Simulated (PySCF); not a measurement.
# B2 (triplet): basis, grid and Hamiltonian

Aim: see how much the energy and properties of B2 (triplet) depend on the numerical set-up.

The runs use PySCF 2.14.0; each script names its method and basis.

## 1. The system as given

B2 (triplet): 2 atoms, charge 0, spin multiplicity 3.

Bond lengths: B1–B2 1.630 Å.

## 2. Base script

input.py reads:

```python
from pyscf import gto, scf

mol = gto.M(
    atom='B 0 0 0; B 0 0 1.63',
    basis='6-31+g*',
    charge=0,
    spin=2,
    verbose=3,
)
mf = scf.ROHF(mol)
mf.kernel()
mf.analyze()
print('orbital energies (hartree):', mf.mo_energy[..., max(0, mol.nelec[1]-3):mol.nelec[0]+3].round(4))
```

On the command line:

```sh
$ OMP_NUM_THREADS=1 python input.py
```

Its log is not repeated here.

Base result: E(SCF) = -49.077242 Eh, μ = 0.00 D.

The bond length is a typed value, not an optimised one. The triplet is typed in the script; nothing here shows that it is the ground state.

## 3. Pcseg-1

Variant 1 changes basis set: 6-31+g* → pcseg-1.

input.py reads:

```python
from pyscf import gto, scf

mol = gto.M(
    atom='B 0 0 0; B 0 0 1.63',
    basis='pcseg-1',
    charge=0,
    spin=2,
    verbose=3,
)
mf = scf.ROHF(mol)
mf.kernel()
mf.analyze()
print('orbital energies (hartree):', mf.mo_energy[..., max(0, mol.nelec[1]-3):mol.nelec[0]+3].round(4))
```

On the command line:

```sh
$ OMP_NUM_THREADS=1 python input.py
```

## 4. Lanl2dz

Variant 2 changes basis set: 6-31+g* → lanl2dz.

input.py: that of step 2 with these lines changed.

```diff
@@ -4,3 +4,3 @@
     atom='B 0 0 0; B 0 0 1.63',
-    basis='6-31+g*',
+    basis='lanl2dz',
     charge=0,
```

## 5. Cc-pvdz-dk (X2C on)

Variant 3 changes basis set: 6-31+g* → cc-pvdz-dk; spin-free X2C: off → on.

input.py: that of step 2 with these lines changed.

```diff
@@ -4,3 +4,3 @@
     atom='B 0 0 0; B 0 0 1.63',
-    basis='6-31+g*',
+    basis='cc-pvdz-dk',
     charge=0,
@@ -10,2 +10,3 @@
 mf = scf.ROHF(mol)
+mf = mf.sfx2c1e()
 mf.kernel()
```

What does the calculation give? Wanted: for each run, E(SCF); from base.

As calculated:

```tsv
run	E(SCF) (hartree)	from base (eV)	functions
base	-49.077242	0	36
pcseg-1	-49.056736	+0.5580	28
lanl2dz	-49.066472	+0.2931	18
cc-pvdz-dk (X2C on)	-49.097512	not comparable	28
```

Of the runs whose energies can be compared, “pcseg-1” moves the SCF energy most (+0.558 eV). pcseg-1 (28 functions) gives an energy 0.56 eV higher than 6-31+g* (36). lanl2dz (18 functions) gives an energy 0.29 eV higher than 6-31+g* (36).
